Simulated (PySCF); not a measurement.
Bonds broken one at a time in the series B F-OH. All species are isolated molecules in the gas phase. One relaxed conformer stands for each flexible species; it need not be the lowest. Strings in code marks are SMILES.

The dipole moment from two functionals at the same geometries (PBE0-D4/def2-TZVP), both in PySCF: PBE-D3(BJ)/def2-TZVP and B3LYP-D3(BJ)/def2-TZVP. B3LYP has the VWN-RPA correlation part, as in Gaussian. 

| species | PBE-D3(BJ)/def2-TZVP (D) | B3LYP-D3(BJ)/def2-TZVP (D) |
|---|---|---|
| whole molecule (`FB(F)F`) | 0.00 | 0.00 |
| radical fragment (`F[B]F`) | 0.14 | 0.29 |
| radical fragment (`[OH]`) | 1.72 | 1.77 |

Over these rows, drawn at random from the members with no instability flagged (it was tested for open shells, ions and some series alone), PBE minus B3LYP-D3(BJ): mean -0.07 D, from -0.16 D to 0.00 D.
